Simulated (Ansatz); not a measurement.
# ClHOSi: energy of protonation at one site from a Python script

The task is the energy of protonation at one site, for ClHOSi.

Computed with the Python package of Ansatz 0.2.0. Level of theory: r2SCAN/def2-SVP.

### Step 1. Starting point

Bond lengths: O1–Si2 1.605 Å, Si2–Cl3 2.021 Å, O1–H4 1.027 Å. Angles: O1–Si2–Cl3 101.3°, Si2–O1–H4 117.7°.

The script holds or builds the structure itself.

### Step 2. The code

pa.py reads:

```python
# -*- coding: utf-8 -*-
'''Adding a proton to ClHOSi.'''

import ansatz as az
import numpy as np

geometry_ang = [
    ('O', (-0.9172, 0.413, -0.2942)),
    ('Si', (-0.4125, -0.7831, 0.6489)),
    ('Cl', (1.5892, -0.6682, 0.3961)),
    ('H', (-0.204, 0.9781, -0.7711)),
]
molecule = az.Crystal.molecule()
for symbol, xyz in geometry_ang:
    molecule = molecule.atom(symbol, xyz)

model = (
    molecule.calculation()
    .basis(gaussian='def2-SVP')
    .functional('r2SCAN')
)
symbols = [site.symbol for site in molecule.cartesian_sites]
start = np.array([site.position_ang for site in molecule.cartesian_sites], dtype=float)
rep = model.relax(force_tolerance=0.01).run(threads=1, pin='off').report
end = np.array(rep['positions_ang'])

# put the proton on the side away from the neighbours, slightly off axis
away = sum((end[0] - end[j]) / np.linalg.norm(end[0] - end[j]) for j in [1, 3]) + np.array([0.15, 0.1, -0.2])
proton = end[0] + 1.0 * away / np.linalg.norm(away)
acid = az.Crystal.molecule()
for symbol, place in zip(symbols, end):
    acid = acid.atom(symbol, place.tolist())
acid = acid.atom('H', proton.tolist())
protonated = (
    acid.calculation()
    .basis(gaussian='def2-SVP')
    .functional('r2SCAN')
    .charge(1)
    .relax(force_tolerance=0.01, max_steps=80)
)
after = protonated.run(threads=1, pin='off').report
xyz = np.array(after['positions_ang'])
reach = np.linalg.norm(xyz[:-1] - xyz[-1], axis=1)
print(f'base {rep["free_energy_ev"]:.5f} eV, protonated {after["free_energy_ev"]:.5f} eV')
print(f'the proton ends {reach.min():.3f} A from {symbols[reach.argmin()]}{reach.argmin()}')
print(f'electronic proton affinity {23.060548 * (rep["free_energy_ev"] - after["free_energy_ev"]):.1f} kcal/mol')
```

### Step 3. The calls as engine input

The package turns the script's settings into the engine's input (first run):

```yaml
crystal:
  periodic: [false, false, false]
  atoms:
    - { symbol: O, position_ang: [-0.9172, 0.413, -0.2942] }
    - { symbol: Si, position_ang: [-0.4125, -0.7831, 0.6489] }
    - { symbol: Cl, position_ang: [1.5892, -0.6682, 0.3961] }
    - { symbol: H, position_ang: [-0.204, 0.9781, -0.7711] }
basis:
  gaussian:
    orbitals: def2-SVP
hamiltonian:
  xc: r2scan
relax:
  f_tol: 0.01
```

### Step 4. Running it

On the command line:

```sh
python pa.py
```

**Question.** What results will this script give? Wanted: electronic proton affinity; moves of the relaxation of run 1; energy gained in run 1; last largest force component of run 1; moves of the relaxation of run 2; energy gained in run 2; last largest force component of run 2.

**Answer**, as computed:

| quantity | value |
| --- | --- |
| electronic proton affinity | 183.1 kcal/mol |
| runs compared | 2 |
| moves of the relaxation of run 1 | 6 |
| energy gained in run 1 | 0.234 eV |
| last largest force component of run 1 | 0.0064 eV/Å |
| moves of the relaxation of run 2 | 8 |
| energy gained in run 2 | 0.746 eV |
| last largest force component of run 2 | 0.0005 eV/Å |

What this shows: Run 1: The relaxation took 6 moves; the largest shift is 0.090 Å, of atom 3 (Cl). Run 2: The relaxation took 8 moves; the largest shift is 0.198 Å, of atom 2 (Si). The proton is put on one chosen atom, which needn't be the most basic site, so the molecule's proton affinity can be higher; the ends are stationary points, not checked by frequencies, and zero-point and thermal terms count only where printed.
